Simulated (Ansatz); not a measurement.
in.yaml

```yaml
crystal:
  periodic: [false, false, false]
  atoms:
    - {symbol: Fe, position_ang: [0.000000, 0.000000, 0.000000]}
    - {symbol: N, position_ang: [0.000000, 0.000000, 1.608400]}
basis:
  gaussian: {orbitals: def2-SVP}
total_charge: 1
magnetization: {spin_polarized: true, initial_magnetization: 6}
hamiltonian: {xc: {name: B2PLYP}}
correlation: {electrons: outside_noble_gas}
```

```sh
$ ansatz run in.yaml --threads 1 --pin off --events-out ev --progress --plain --max-ram 2393MiB
```

**Question.** Roughly how long does this take on 1 thread of AMD EPYC 7B13, shared host, and how much host memory?

**Answer.** 6.5 s wall and 0.13 GiB.

```
475 factors; integrals over basis functions are off by at most 7.4e-4 eV
mean field evaluation 1: about -35839.9710 eV, gradient 4.1e1 eV
mean field evaluation 2: about -35840.1675 eV, gradient 4.1e1 eV
mean field evaluation 4: about -35845.3912 eV, gradient 1.4e1 eV
mean field evaluation 8: about -35846.2089 eV, gradient 2.6e-1 eV
mean field evaluation 16: about -35846.2096 eV, gradient 5.0e-4 eV
mean field evaluation 32: about -35846.2071 eV, gradient 9.2e-2 eV
mean field evaluation 64: about -35844.9680 eV, gradient 8.5e0 eV
mean field -35846.20959099 eV, -1317.3239050354 hartree, gradient 6.5e-6 eV, S^2 12.023334; 6 other end points of the search recorded, 0 dependent functions left out
10 core orbitals not correlated: weight in the atoms' cores, before any rotation towards them, 0.999 or more for the frozen orbitals, at most 0.001 for the correlated occupied ones
reference -35846.20969732 eV, -1317.3239089431 hartree; 9, 3 occupied and 26, 32 virtual orbitals, 475 factors
second order -9.43377811 eV of doubles, -0.00000000 eV of singles
Total energy: -35848.75681741 eV, -1317.4175138798 hartree
```
